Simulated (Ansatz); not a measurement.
# [H···H···Br], doublet: transfer scan

Starting geometry:

```xyz
3

H     0.0000    0.0000   -1.2080
H     0.0000    0.0000   -0.4630
Br    0.0000    0.0000    1.6710
```

From there H2 is moved from one fragment to the other while all else, the fragments' distance too, stays fixed, so the hump isn't the reaction's barrier; atoms are numbered as listed. Energies are in kcal/mol, counted from the starting geometry at the same level.

Basis 6-31G (Cartesian d functions); Ansatz 0.2.0. Only valence electrons are correlated (noble-gas cores and the filled d shells of p-block atoms frozen). Prefix R: restricted or restricted open-shell reference; prefix U: unrestricted. Active spaces: valence = (9e, 6o) chosen from the atoms' valence shells. No spin–orbit coupling is included, and no scalar relativity.

Runs in a small pair space aren't shown, since their orbitals change along the scan.

Full CI is exact within this basis and frozen core; it isn't the basis-set limit. The frozen core follows each run's orbitals, which can shift R against U totals by a few meV for light atoms and by up to 0.1 eV past Ca.

| distance H1-H2 (Å) | full CI | unpaired electrons (full CI) | error RHF | error RMP2 | error UMP2 | error UCCSD | error RCCSD(T) | error MRCISD+Q (valence space) |
| --- | --- | --- | --- | --- | --- | --- | --- | --- |
| 0.693 | 0.7 | 1.01 | -1.0 | -0.4 | -0.4 | 0.0 | 0.0 | 0.0 |
| 0.745 | 0.0 | 1.01 | 0.0 | 0.0 | 0.0 | 0.0 | 0.0 | 0.0 |
| 0.831 | 3.3 | 1.01 | 1.9 | 0.9 | 0.7 | 0.0 | 0.0 | 0.0 |
| 0.918 | 9.5 | 1.02 | 4.5 | 2.0 | 1.7 | 0.1 | 0.0 | 0.1 |
| 1.004 | 16.4 | 1.02 | 7.9 | 3.4 | 2.8 | 0.2 | 0.0 | 0.1 |
| 1.090 | 21.9 | 1.03 | 12.0 | 3.9 | 3.3 | 0.2 | 0.1 | 0.0 |
| 1.176 | 24.9 | 1.03 | 10.7 | 3.1 | 2.8 | 0.3 | 0.1 | 0.0 |
| 1.263 | 25.5 | 1.03 | 6.2 | 1.6 | 1.4 | 0.3 | 0.1 | 0.0 |
| 1.349 | 24.9 | 1.02 | 2.7 | 0.1 | 0.0 | 0.2 | 0.1 | 0.0 |

Unpaired electrons are Σ n²(2−n)² over natural occupations. Errors are those of relative energies. In total energy the starting point itself misses full CI by: RHF 36.9, RMP2 8.4, UMP2 8.2, UCCSD 0.3, RCCSD(T) 0.0, MRCISD+Q (valence space) 0.3 kcal/mol.

Spread of the error over the points with a reference, to 1.349 Å (largest less smallest): MRCISD+Q (valence space) 0.1, RCCSD(T) 0.1, UCCSD 0.3, UMP2 3.7, RMP2 4.3, RHF 13.0 kcal/mol.
